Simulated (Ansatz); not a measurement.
Geometry optimisation, Ansatz, RKS B3LYP-D4/def2-mTZVP.

Input file:

```yaml
crystal:
  periodic: [false, false, false]
  atoms:
    - { symbol: B, position_ang: [0.302112, 0.0, 0.118571] }
    - { symbol: F, position_ang: [0.372627, 0.0, 1.435715] }
    - { symbol: H, position_ang: [1.338637, 0.0, -0.460546] }
    - { symbol: H, position_ang: [-0.777076, 0.0, -0.38004] }
basis:
  gaussian: { orbitals: def2-mTZVP }
hamiltonian:
  xc: b3lyp
  dispersion: d4
relax:
  f_tol: 0.03
  max_steps: 50
```

Command:

```bash
$ ansatz run input.yaml --threads 1 --pin off --max-ram 2048MiB --backend cpu --events-out ev --progress --plain --runs-dir out
```

Where does it end, and by what steps?

The run converged. After 2 steps the energy has fallen by 0.003 eV; H3 moved furthest, 0.02 Å.

```json
{"step": "0", "energy less start (eV)": "0.0000", "largest force component (eV/Å)": "0.297", "accepted": "yes"}
{"step": "1", "energy less start (eV)": "-0.0032", "largest force component (eV/Å)": "0.083", "accepted": "yes"}
{"step": "2", "energy less start (eV)": "-0.0035", "largest force component (eV/Å)": "0.001", "accepted": "yes"}
```

```xyz
4
Properties=species:S:1:pos:R:3
B 0.307 0.000 0.125
F 0.365 0.000 1.448
H 1.334 0.000 -0.476
H -0.770 0.000 -0.383
```

Whether the end is a true minimum wasn't checked by a vibrational analysis.

Run time: 2.3 s on 1 thread of Arm Neoverse V2, with other jobs on the host, peak memory 0.097 GiB.
